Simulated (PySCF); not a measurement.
## Static response to an electric field

Species: C3H7NS.
Geometry (PBE0-D3(BJ)/def2-SVP, Å), atoms numbered from 1 in this order:
```
atom  x, y, z in Å
C1    -1.3260    0.3500   -0.0054
N2     0.0876    0.0834   -0.0896
C3     0.5981   -0.9544    0.7712
C4     0.8777    0.7554   -0.9439
S5     2.4912    0.5765   -1.1913
H6    -1.5925    1.1719   -0.6831
H7    -1.9144   -0.5407   -0.2858
H8    -1.6110    0.6355    1.0216
H9     0.3612   -0.7287    1.8238
H10    1.6870   -1.0085    0.6370
H11    0.1488   -1.9285    0.5133
H12    0.3078    1.5053   -1.5168
```

Level: PBE0/def2-SVPD (PySCF), static field, nuclei fixed, core orbitals frozen in the response. The polarisability tensor in these axes (au):

```
x    92.94   4.74 -14.75
y     4.74  61.29  -9.37
z   -14.75  -9.37  65.34
```

**Question.** Give the principal values, the mean and the anisotropy Δα = √{½[(α1 − α2)² + (α2 − α3)² + (α1 − α3)²]}.

**Answer.** Principal values 52.69, 65.85 and 101.03 au; mean 73.19 au = 10.85 Å³ = 12.07 × 10⁻⁴⁰ C²·m²/J; Δα = 43.29 au (59 % of the mean).

**Question.** What is the dipole moment, and where does it point?

**Answer.** (-4.58, -0.76, 1.90) D, 5.02 D in size, pointing from the negative to the positive side. Measured along this direction, the outermost atoms are S5 at the negative end and H8 and H7 at the positive end.

**Question.** Traceless (Buckingham) quadrupole moment about the centre of nuclear charge: eigenvalues?

**Answer.** -4.00, -0.99, 5.00 D·Å. The values depend on the origin, since the dipole doesn't vanish. The electronic extent ⟨r²⟩ about the same centre is 630 bohr², a root-mean-square distance of 1.92 Å for the 48 electrons.

**Question.** In TDDFT the mean static polarisability is Σ f/ω² over all singlet excitations (ω in hartree). How much of it do the 10 lowest give? Their energies (eV) and oscillator strengths: 3.51, 0.0000; 5.15, 0.2304; 5.57, 0.1147; 5.85, 0.0402; 6.30, 0.0402; 6.49, 0.0704; 6.73, 0.0105; 6.88, 0.0020; 6.96, 0.0186; 7.05, 0.0011.

**Answer.** They add up to 12.53 au, 17.1 % of the 73.19 au; the largest single term is 6.43 au, from the state at 5.15 eV. Terms in order: 0.00, 6.43, 2.73, 0.87, 0.75, 1.24, 0.17, 0.03, 0.28, 0.02 au. Higher excitations give the rest. The strengths listed sum to 0.528.

**Question.** Find the Langevin capture rate constant for NO+ (29.998 u) meeting this molecule (89.030 u), k = 2.342 × 10⁻⁹ cm³/s × √(α in Å³ / reduced mass in u).

**Answer.** The reduced mass is 22.44 u, so k = 1.63 × 10⁻⁹ cm³/s. The formula leaves out the permanent dipole, which adds to the capture rate.

**Question.** Refractivity n − 1 of an ideal gas of it at 400 K and 1 atm, from the electronic α?

**Answer.** N = p/kT = 1.8347 × 10¹⁹ cm⁻³, so n − 1 = 2π × N × 10.85 × 10⁻²⁴ cm³ = 1250 × 10⁻⁶ at long wavelengths, for an ideal gas.

**Question.** How large is μ²/3kT at 350 K beside α?

**Answer.** In Gaussian units μ²/3kT = 173.59 Å³ against 10.85 Å³, a ratio of 16.01; the Debye molar polarisation (4π/3)N_A(α + μ²/3kT) is 465.2 cm³/mol, leaving out the vibrational part.

Isolated species at its PBE0-D3(BJ)/def2-SVP geometry, gas phase.

These values come from a run that also computed excited states and ΔSCF ions. Hardware: one thread of an Arm Neoverse V1, no GPU, shared host with 32 logical CPUs at a one-minute load of 22. Cost: 64 s wall (with the writing of density and orbital grids), 0.71 GiB resident at most.
